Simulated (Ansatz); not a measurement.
# NH4 (doublet): from Hartree-Fock to the top rungs at distance N1–H4 along a hydrogen transfer = 1.278 Å, cc-pVTZ

How much of the correlation energy of NH4 (doublet) does each wave-function method recover here?

Computed with Ansatz 0.2.0, Gaussian basis. Level: cc-pVTZ, core rule «outside noble gas», up to 1 orbitals frozen.

To be run: UHF; CCSD(T) on ROHF; CCSD(T) on UHF; BCCD(T) on ROHF; CISD; CCSDT(Q) on ROHF; CCSDT(Q) on UHF; CASSCF and MRCISD+Q, 3 electrons in 3 orbitals; CASSCF and NEVPT2, 3 electrons in 3 orbitals; CASSCF and MRCISD+Q, 9 electrons in 8 orbitals; CASSCF and NEVPT2, 9 electrons in 8 orbitals.

## 1. What is computed

The geometry derives from fragments relaxed apart (PBE0/def2-TZVP) and kept rigid, so it is no stationary point. A hydrogen atom is moved between rigid fragments.

5 atoms, charge 0, spin multiplicity 2.

Atoms are counted from 1 here; the program's logs count them from 0.

Bond lengths: N1–H2 1.012 Å, N1–H3 1.012 Å, N1–H4 1.278 Å, H4–H5 0.745 Å. Angles: H2–N1–H3 107.1°, H2–N1–H4 107.1°, H3–N1–H4 107.1°, N1–H4–H5 180.0°.

## 2. UHF

in.yaml

```yaml
crystal:
  periodic: [false, false, false]
  atoms:
    - {symbol: N, position_ang: [-0.151229, -0.031601, -0.049186]}
    - {symbol: H, position_ang: [-0.448508, 0.936233, -0.049186]}
    - {symbol: H, position_ang: [-0.448508, -0.433900, 0.831073]}
    - {symbol: H, position_ang: [1.126771, -0.031600, -0.049187]}
    - {symbol: H, position_ang: [1.871771, -0.031600, -0.049187]}
basis:
  gaussian: {orbitals: cc-pVTZ}
magnetization: {spin_polarized: true, initial_magnetization: 1}
hamiltonian: {xc: hf}
output: {orbitals: {seedname: orbitals}}
```

Command:

```sh
ansatz run in.yaml --threads 1 --pin off --events-out ev --progress --plain --max-ram 5632MiB --backend cpu
```

The runs that follow: CCSD(T) on ROHF; CCSD(T) on UHF; BCCD(T) on ROHF; CISD; CCSDT(Q) on ROHF; CCSDT(Q) on UHF; CASSCF and MRCISD+Q, 3 electrons in 3 orbitals; CASSCF and NEVPT2, 3 electrons in 3 orbitals; CASSCF and MRCISD+Q, 9 electrons in 8 orbitals; CASSCF and NEVPT2, 9 electrons in 8 orbitals.

Q: Predict the results of all the runs planned. Wanted: UCCSDT(Q) below the RHF energy; RMP2 from UCCSDT(Q); UMP2 from UCCSDT(Q); RCCSD from UCCSDT(Q); RCCSD(T) from UCCSDT(Q); UCCSD(T) from UCCSDT(Q); RCCSDT(Q) from UCCSDT(Q); NEVPT2 pair from UCCSDT(Q); NEVPT2 valence from UCCSDT(Q).

The runs gave:

| quantity | value |
| --- | --- |
| UCCSDT(Q) below the RHF energy | -7.5225 eV |
| RMP2 from UCCSDT(Q) | +79.1 kJ/mol |
| UMP2 from UCCSDT(Q) | +81.4 kJ/mol |
| RCCSD from UCCSDT(Q) | +23.4 kJ/mol |
| RCCSD(T) from UCCSDT(Q) | +2.2 kJ/mol |
| UCCSD(T) from UCCSDT(Q) | +2.2 kJ/mol |
| RCCSDT(Q) from UCCSDT(Q) | +0.1 kJ/mol |
| NEVPT2 pair from UCCSDT(Q) | +74.2 kJ/mol |
| NEVPT2 valence from UCCSDT(Q) | +94.7 kJ/mol |
| MRCISD+Q valence from UCCSDT(Q) | +3.5 kJ/mol |
| levels within 1 kcal/mol (43 meV) | RCCSD(T), UCCSD(T), BCCD(T), RCCSDT, UCCSDT, RCCSDT(Q), MRCISD+Q valence |
| T1 diagnostic | 0.031 |
| effectively unpaired electrons | 1.01 |

What this shows: RCCSD(T) misses by +2.2 kJ/mol, 0.3 % of the correlation energy. One determinant dominates. Of the multireference levels listed MRCISD+Q valence comes nearest in total energy (+3.5 kJ/mol), which doesn't show that its space is the better one. These misses are within one basis, not against nature; the frozen cores of restricted and unrestricted runs differ, which can shift their rows.
